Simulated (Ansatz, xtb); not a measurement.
**A geometry optimisation of H6NSi2 with r2SCAN-D4/def2-SVP**

The starting geometry of this gas-phase doublet was built from a drawn formula by distance geometry and a force field; its bonds are those of `[NH3+][SiH-][SiH2]`.

```
atom    x (Å)    y (Å)    z (Å)
   N  -0.6558   0.8262  -1.1750
  Si   0.8923   1.3906  -0.6828
  Si   1.5252   0.1945   1.2587
   H  -0.9211   1.3287  -2.0107
   H  -0.6228  -0.1665  -1.4463
   H  -1.3186   0.8992  -0.4608
   H   0.6601   2.7637  -0.2847
   H   0.3160   0.1598   2.0786
   H   1.6827  -1.1993   0.7303
```

Task: Predict what becomes of its bonds when it is optimised with r2SCAN-D4/def2-SVP.

Result: It keeps its links, though one stretches towards breaking, and is `[NH3+][SiH-][SiH2]`. Distances that change by over a tenth: N1–Si2 (1.72 → 2.05 Å).

The energy falls by 1.54 eV over 37 steps:

```
step  E − E(last) (eV)
   1             1.540
   5             0.135
   9             0.124
  13             0.122
  17             0.120
  21             0.119
  25             0.077
  29             0.024
  33             0.000
  37             0.000
```

Final geometry (Å):

```json
{"atom": "N", "x (Å)": "-0.9409", "y (Å)": "1.1331", "z (Å)": "-1.1479"}
{"atom": "Si", "x (Å)": "1.0736", "y (Å)": "0.8339", "z (Å)": "-0.9591"}
{"atom": "Si", "x (Å)": "0.9701", "y (Å)": "-0.1081", "z (Å)": "1.1811"}
{"atom": "H", "x (Å)": "-1.1620", "y (Å)": "1.7149", "z (Å)": "-1.9605"}
{"atom": "H", "x (Å)": "-1.4264", "y (Å)": "0.2407", "z (Å)": "-1.2709"}
{"atom": "H", "x (Å)": "-1.3307", "y (Å)": "1.5791", "z (Å)": "-0.3126"}
{"atom": "H", "x (Å)": "1.2488", "y (Å)": "2.2871", "z (Å)": "-0.5308"}
{"atom": "H", "x (Å)": "0.8242", "y (Å)": "-1.6114", "z (Å)": "1.1605"}
{"atom": "H", "x (Å)": "2.3013", "y (Å)": "0.1276", "z (Å)": "1.8474"}
```

From the same start GFN2-xTB ends elsewhere, in pieces: H3Si2 + H3N.

The end wasn't checked by frequencies. Open shells are spin-unrestricted. Run with Ansatz 0.2.0, 5.2 min on 1 thread of Arm Neoverse V1, on a shared host.
